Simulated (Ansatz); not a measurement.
Molecule: SiH$_{3}$, charge -1, multiplicity 1. Whether it binds its extra electron was not tested at this geometry. SMILES: [SiH3-]
Geometry: optimised at B3LYP-D3(BJ)/def2-TZVP (Ansatz, a first-principles code).

Parts of the frozen-core correlation energy in 6-31G (Ansatz, hartree). Frozen orbitals: 5; correlated occupied orbitals by spin: 4 and 4; virtual: 10 and 10. No spin-orbit coupling. Non-relativistic.

```json
[
 {"term": "reference (HF)", "value": "-290.57350"},
 {"term": "MP2 opposite-spin", "value": "___"},
 {"term": "MP2 same-spin", "value": "___"},
 {"term": "CCSD correlation", "value": "___"},
 {"term": "(T)", "value": "-0.00089"},
 {"term": "FCI minus CCSD(T)", "value": "-0.00035"},
 {"term": "T1 diagnostic", "value": "0.010"},
 {"term": "largest doubles amplitude", "value": "0.056"}
]
```

### Question
What belongs in the gaps?

### Answer

- MP2 opposite-spin, value: -0.05340
- MP2 same-spin, value: -0.00504
- CCSD correlation, value: -0.07987
